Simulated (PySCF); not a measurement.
PySCF job for ethylamine (C₂H₇N), SMILES CCN, PBE-D3(BJ)/def2-TZVP. Geometry: PBE-D3(BJ)/def2-TZVP. One conformer was computed; it need not be the lowest.

```python
import numpy as np
from pyscf import gto, scf, dft, df
from pyscf.hessian import thermo

mol = gto.M(
    atom='''
    C     1.18348995    0.45308645    0.02005670
    C     0.04918400   -0.55593460   -0.10151047
    N    -1.24971506    0.12426030   -0.00998819
    H     2.16188188   -0.03583109   -0.09181256
    H     1.08832975    1.23367856   -0.74784764
    H     1.16818366    0.94500374    1.00564348
    H     0.19087672   -1.35575589    0.65506293
    H     0.09828455   -1.04566016   -1.08755856
    H    -2.01100469   -0.55350971   -0.08623234
    H    -1.34459013    0.55934134    0.91138475
    ''',
    basis='def2-TZVP',
    charge=0,
    spin=0,
    max_memory=1600,
    verbose=3,
)
mf = dft.RKS(mol, xc='pbe').density_fit(auxbasis='def2-universal-jkfit')
mf.disp = 'd3bj'
mf.grids.level = 3
mf.conv_tol = 1e-11
mf.max_cycle = 100
mf.kernel()

# [left out here: the lines that compute and print the analytic Hessian (its translational invariance restored by hand, since the grid's response is missing), thermochemistry and intensities]
```

Output:

```
converged SCF energy = -135.043312607671

WARN: DFTD3 does not support analytical Hessian, using finite difference


WARN: Mole.unit (angstrom) is changed to Bohr

Mode                                 0                   1                   2
Irrep
Freq [cm^-1]                      233.0050            266.3685            403.2506
Reduced mass [au]                   1.0675              1.1249              2.2868
Force const [Dyne/A]                0.0341              0.0470              0.2191
Char temp [K]                     335.2423            383.2450            580.1878
Normal mode                   x     y     z       x     y     z       x     y     z
       0   C                -0.02  0.00  0.03   -0.03  0.00  0.02    0.12 -0.01  0.00
       1   C                 0.00 -0.02 -0.00    0.00 -0.01 -0.08   -0.01  0.11 -0.00
       2   N                 0.00 -0.01 -0.05    0.01 -0.01  0.03   -0.12 -0.07 -0.01
       3   H                -0.02  0.09 -0.30    0.01 -0.03  0.46   -0.00 -0.25  0.00
       4   H                -0.22  0.19  0.24    0.24 -0.16 -0.17    0.33  0.00 -0.01
       5   H                 0.16 -0.25  0.16   -0.35  0.22 -0.09    0.25 -0.01  0.00
       6   H                -0.01  0.00  0.02    0.02 -0.07 -0.15    0.02  0.10 -0.02
       7   H                 0.04 -0.04  0.01   -0.00  0.08 -0.13    0.01  0.12 -0.00
       8   H                 0.00 -0.07  0.49   -0.01 -0.04  0.43    0.03 -0.26  0.17
       9   H                 0.22  0.46 -0.25    0.26  0.25 -0.07   -0.15  0.04 -0.06
Mode                                 3                   4                   5
Irrep
Freq [cm^-1]                      779.6550            823.5231            888.1124
Reduced mass [au]                   1.0985              1.3622              1.8999
Force const [Dyne/A]                0.3934              0.5443              0.8829
Char temp [K]                    1121.7499           1184.8665           1277.7960
Normal mode                   x     y     z       x     y     z       x     y     z
       0   C                 0.01  0.00 -0.03    0.03 -0.02  0.03   -0.14 -0.04  0.01
       1   C                 0.01 -0.00 -0.06    0.04 -0.04  0.01    0.01  0.10  0.02
       2   N                -0.03  0.04 -0.01   -0.07  0.09 -0.05    0.09 -0.00 -0.03
       3   H                 0.04  0.03  0.15    0.12  0.18 -0.09   -0.31 -0.37 -0.08
       4   H                 0.19  0.23  0.18   -0.25 -0.18 -0.10    0.04 -0.09 -0.06
       5   H                -0.25 -0.28  0.11    0.06  0.19 -0.08    0.11 -0.03 -0.00
       6   H                 0.05  0.34  0.29   -0.23 -0.13 -0.05    0.02  0.11  0.03
       7   H                -0.09 -0.44  0.16    0.12  0.08 -0.04    0.14  0.10  0.02
       8   H                 0.08 -0.11  0.15    0.18 -0.28  0.33    0.24 -0.20  0.10
       9   H                 0.13 -0.28  0.17    0.11 -0.38  0.22    0.12 -0.20  0.08
Mode                                 6                   7                   8
Irrep
Freq [cm^-1]                      977.7655           1076.9194           1114.5522
Reduced mass [au]                   1.3390              2.4690              1.6349
Force const [Dyne/A]                0.7542              1.6871              1.1966
Char temp [K]                    1406.7868           1549.4473           1603.5925
Normal mode                   x     y     z       x     y     z       x     y     z
       0   C                -0.01 -0.10 -0.04   -0.07 -0.02 -0.02    0.01 -0.09  0.05
       1   C                 0.05  0.08  0.03    0.17 -0.04  0.01    0.03  0.10 -0.09
       2   N                 0.01  0.02  0.01   -0.11  0.06  0.01   -0.02 -0.04  0.04
       3   H                 0.15  0.21  0.10   -0.13 -0.17  0.02    0.09  0.13 -0.12
       4   H                -0.21 -0.01  0.07    0.06 -0.01 -0.02   -0.33 -0.23 -0.06
       5   H                -0.37 -0.17 -0.01   -0.01 -0.13  0.03   -0.07  0.14 -0.07
       6   H                 0.06 -0.02 -0.07    0.39 -0.04 -0.03   -0.13  0.31  0.16
       7   H                -0.25  0.15 -0.02    0.25  0.06 -0.03    0.31 -0.17  0.06
       8   H                 0.29 -0.28 -0.04   -0.17  0.14 -0.02   -0.17  0.17 -0.12
       9   H                -0.36  0.18 -0.10   -0.10  0.08  0.00    0.10  0.09 -0.02
Mode                                 9                  10                  11
Irrep
Freq [cm^-1]                     1223.4455           1282.9000           1348.0792
Reduced mass [au]                   1.4169              1.1761              1.2271
Force const [Dyne/A]                1.2495              1.1405              1.3139
Char temp [K]                    1760.2656           1845.8075           1939.5858
Normal mode                   x     y     z       x     y     z       x     y     z
       0   C                 0.02 -0.04 -0.09   -0.03  0.04 -0.04    0.08  0.08  0.00
       1   C                -0.04  0.05  0.10    0.05 -0.04 -0.03    0.05  0.02  0.01
       2   N                -0.01 -0.04 -0.03    0.00  0.01  0.06   -0.01 -0.02 -0.01
       3   H                 0.10  0.07  0.17   -0.06 -0.06  0.04   -0.21 -0.46 -0.00
       4   H                -0.01  0.18  0.13    0.17  0.08 -0.01   -0.40 -0.17 -0.17
       5   H                -0.24 -0.20 -0.00    0.02 -0.13  0.04   -0.32 -0.24  0.14
       6   H                -0.12 -0.09 -0.04   -0.70 -0.07  0.05   -0.20 -0.05 -0.02
       7   H                 0.41  0.31 -0.01    0.36 -0.06 -0.01   -0.28 -0.01  0.01
       8   H                -0.21  0.19  0.05    0.16 -0.13 -0.08   -0.10  0.08  0.02
       9   H                 0.29 -0.15  0.06   -0.24  0.18 -0.06    0.08 -0.04  0.01
Mode                                12                  13                  14
Irrep
Freq [cm^-1]                     1374.6812           1436.3568           1445.4659
Reduced mass [au]                   1.4425              1.0396              1.0370
Force const [Dyne/A]                1.6060              1.2637              1.2766
Char temp [K]                    1977.8602           2066.5976           2079.7036
Normal mode                   x     y     z       x     y     z       x     y     z
       0   C                 0.07  0.03  0.00   -0.00 -0.00 -0.05   -0.02  0.03  0.00
       1   C                -0.12 -0.06 -0.03   -0.00  0.00 -0.02   -0.02 -0.02 -0.01
       2   N                 0.02  0.04  0.02   -0.00  0.01  0.01    0.00 -0.01 -0.00
       3   H                -0.06 -0.20 -0.05    0.01 -0.13  0.66    0.14  0.28  0.16
       4   H                -0.21 -0.04 -0.04   -0.46  0.12  0.15    0.05 -0.37 -0.40
       5   H                -0.23 -0.05  0.03    0.48  0.04 -0.03    0.25 -0.49  0.26
       6   H                 0.37  0.09  0.05    0.04 -0.00 -0.03    0.04  0.21  0.20
       7   H                 0.51  0.02 -0.04    0.00 -0.10  0.02   -0.02  0.26 -0.13
       8   H                 0.19 -0.16  0.01    0.04 -0.04 -0.03    0.00 -0.00 -0.01
       9   H                -0.22  0.07 -0.02    0.00  0.03 -0.01    0.03 -0.01  0.00
Mode                                15                  16                  17
Irrep
Freq [cm^-1]                     1466.5124           1604.7013           2870.4504
Reduced mass [au]                   1.0904              1.0881              1.0739
Force const [Dyne/A]                1.3816              1.6508              5.2132
Char temp [K]                    2109.9848           2308.8078           4129.9391
Normal mode                   x     y     z       x     y     z       x     y     z
       0   C                 0.01 -0.02 -0.00    0.00  0.00  0.00   -0.00  0.00 -0.00
       1   C                 0.03 -0.07 -0.02   -0.00 -0.02  0.02    0.01 -0.06  0.05
       2   N                 0.00 -0.01 -0.00   -0.07  0.01  0.03    0.00 -0.00 -0.00
       3   H                -0.06 -0.14 -0.01   -0.02 -0.03 -0.04    0.02 -0.02 -0.01
       4   H                -0.05  0.17  0.19    0.01  0.01  0.00    0.00 -0.03  0.03
       5   H                -0.04  0.23 -0.12   -0.04  0.01  0.00   -0.00  0.02  0.03
       6   H                -0.10  0.39  0.46    0.04 -0.02  0.01   -0.10  0.67 -0.67
       7   H                -0.16  0.51 -0.29   -0.03  0.04 -0.01   -0.01  0.03  0.11
       8   H                -0.02  0.02  0.01    0.31 -0.30 -0.51   -0.00 -0.01 -0.01
       9   H                -0.03 -0.00 -0.01    0.64  0.22 -0.03    0.00  0.01  0.00
Mode                                18                  19                  20
Irrep
Freq [cm^-1]                     2964.2058           2977.0457           3032.1515
Reduced mass [au]                   1.0408              1.0818              1.0990
Force const [Dyne/A]                5.3879              5.6488              5.9530
Char temp [K]                    4264.8322           4283.3059           4362.5909
Normal mode                   x     y     z       x     y     z       x     y     z
       0   C                 0.03  0.03  0.02   -0.01 -0.01  0.01   -0.04  0.02  0.07
       1   C                -0.00 -0.01 -0.02    0.00 -0.03 -0.07   -0.00  0.01  0.02
       2   N                -0.00  0.00  0.00    0.00  0.00  0.00    0.00 -0.00 -0.00
       3   H                -0.39  0.21  0.05    0.19 -0.10 -0.02    0.47 -0.24 -0.04
       4   H                 0.04 -0.31  0.32   -0.03  0.16 -0.16   -0.05  0.30 -0.28
       5   H                 0.02 -0.31 -0.64   -0.00  0.02  0.04    0.01 -0.29 -0.58
       6   H                 0.00 -0.01  0.00    0.01 -0.07  0.04   -0.00  0.03 -0.03
       7   H                -0.01  0.11  0.22   -0.04  0.39  0.81    0.01 -0.09 -0.18
       8   H                 0.00 -0.00 -0.00    0.00 -0.00  0.00   -0.00 -0.00 -0.00
       9   H                 0.00 -0.00 -0.01   -0.00 -0.01 -0.02    0.00  0.00  0.00
Mode                                21                  22                  23
Irrep
Freq [cm^-1]                     3050.8011           3390.4314           3472.1642
Reduced mass [au]                   1.1019              1.0493              1.0918
Force const [Dyne/A]                6.0427              7.1068              7.7550
Char temp [K]                    4389.4235           4878.0759           4995.6712
Normal mode                   x     y     z       x     y     z       x     y     z
       0   C                -0.05  0.06 -0.04   -0.00  0.00 -0.00   -0.00  0.00  0.00
       1   C                -0.00  0.00 -0.01    0.00 -0.00  0.00   -0.00 -0.00 -0.00
       2   N                 0.00 -0.00  0.00   -0.04 -0.00  0.04   -0.04 -0.05 -0.04
       3   H                 0.56 -0.28 -0.08   -0.00 -0.00 -0.00   -0.00 -0.00  0.00
       4   H                 0.06 -0.49  0.50    0.00  0.00 -0.00    0.00  0.00 -0.00
       5   H                -0.01  0.04  0.04   -0.00 -0.00  0.00    0.00  0.00 -0.00
       6   H                 0.00 -0.04  0.04    0.00  0.01 -0.01    0.00  0.00 -0.00
       7   H                 0.00  0.01  0.02   -0.00 -0.01 -0.02   -0.00  0.01  0.01
       8   H                 0.00 -0.00  0.00    0.45  0.40  0.09    0.56  0.49  0.06
       9   H                 0.00  0.00 -0.00    0.05 -0.36 -0.67   -0.06  0.25  0.54
temperature 298.1500 [K]
pressure 101325.00 [Pa]
Rotational constants [GHz] 32.39479 8.91001 7.81210
Symmetry number 1
Zero-point energy (ZPE) 0.08999 [Eh]   236277.684 [J/mol]
                           tot       elec      trans        rot        vib
Entropy [J/mol/K]       272.803      0.000    156.245     94.065     22.494
Cv [J/mol/K]             61.269      0.000     12.472     12.472     36.325
Cp [J/mol/K]             69.583      0.000     20.786     12.472     36.325
Internal energy [J/mol]                      3718.434   3718.434 240612.006
Internal energy [Eh]   -134.94884  -135.04331
Enthalpy [J/mol]                             6197.391   3718.434 240612.006
Enthalpy [Eh]          -134.94789
Gibbs free energy [J/mol]                  -40387.018 -24326.999 233905.492
Gibbs free energy [Eh] -134.97887
mode   freq/cm-1   IR/(km/mol)
   1      233.00        26.487
   2      266.37        13.203
   3      403.25         9.989
   4      779.65        35.977
   5      823.52        95.842
   6      888.11         9.265
   7      977.77         0.594
   8     1076.92        12.656
   9     1114.55         9.560
  10     1223.45         0.764
  11     1282.90         6.472
  12     1348.08         2.228
  13     1374.68        16.834
  14     1436.36         6.565
  15     1445.47         3.443
  16     1466.51         1.287
  17     1604.70        29.338
  18     2870.45        94.232
  19     2964.21        15.508
  20     2977.05        30.068
  21     3032.15        40.015
  22     3050.80        25.678
  23     3390.43         1.620
  24     3472.16         0.018
max |gradient| / (hartree/bohr): 5.3887730907439635e-05
APT charges: [ 0.0365  0.3698 -0.4356 -0.0129 -0.0072 -0.0258 -0.1126 -0.046   0.1177
  0.1162]
```

The run converged.

Cost: around 2.9 core-minutes (rough).
